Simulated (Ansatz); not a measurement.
Input file:

```yaml
crystal:
  periodic: [false, false, false]
  atoms:
    - {symbol: Ge, position_ang: [0.001328, 0.046698, 0.333879]}
    - {symbol: N, position_ang: [0.000495, -0.173385, -1.513521]}
    - {symbol: H, position_ang: [0.048459, -1.272908, 1.040359]}
    - {symbol: H, position_ang: [0.771668, 0.150374, -2.009190]}
    - {symbol: H, position_ang: [-0.922689, 0.166554, -2.060679]}
basis:
  gaussian: {orbitals: "6-31G*"}
magnetization: {spin_polarized: false, initial_magnetization: 2}
correlation: {method: sc_nevpt2, electrons: outside_noble_gas, active_space: {window: {electrons: 4, orbitals: 4}, places: [1, 2]}}
scf: {lower_state_search: off}
```

```sh
$ ansatz run in.yaml --threads 1 --pin off --events-out ev --progress --plain --max-ram 2393MiB
```

(1) One thing in this input was set wrong on purpose, beside settings that are merely unusual. What is the gravest fault, and what does the program do?

## Answers

(1) Two definitions of the active space. How the run ends: refused.
```
Error: invalid value for `correlation.active_space`: name one of window, places and ras
```
